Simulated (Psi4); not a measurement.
Psi4 input (wB97X-D/6-31G*):

```
memory 1500 MB

molecule {
-1 1
S    -0.00000000   -0.00000000   -0.07925565
H     0.00000000    0.00000000    1.26809037
symmetry c1
no_reorient
no_com
}

set {
  basis 6-31G*
  reference rks
  scf_type pk
  dft_radial_points 99
  dft_spherical_points 590
  e_convergence 1e-8
  d_convergence 1e-7
  maxiter 150
}

e = energy('wb97x-d')
print_out(f'\nFINAL {e:.10f} DIPOLE {variable("CURRENT DIPOLE")[0]:.6f} {variable("CURRENT DIPOLE")[1]:.6f} {variable("CURRENT DIPOLE")[2]:.6f}\n')
```

Problem. What final total energy does it give?

Solution. -398.78567 Eh.
